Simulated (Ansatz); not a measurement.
**Zinc-blende BP: TO phonon frequency at L by level of theory**

No measured value is used here.

| level (code) | value (cm⁻¹) | cell (Å³/atom) |
|---|---|---|
| LDA (Ansatz) | 782 | 11.32 |
| PBE (Ansatz) | 758 | 11.76 |
| r²SCAN (Ansatz) | … | 11.67 |
| HSE06 (Ansatz) | 797 | 11.57 |
| PBE0 (Ansatz) | 799 | 11.57 |

What belongs in the gaps?


- r²SCAN (Ansatz, a quantum-chemistry and plane-wave program), value (cm⁻¹): 774

Each level is taken at its own relaxed cell. Cutoffs and k meshes differ between the levels. Ansatz's density-functional and Hartree–Fock values are scalar-relativistic unless marked +SOC, with PAW data made under PBE.
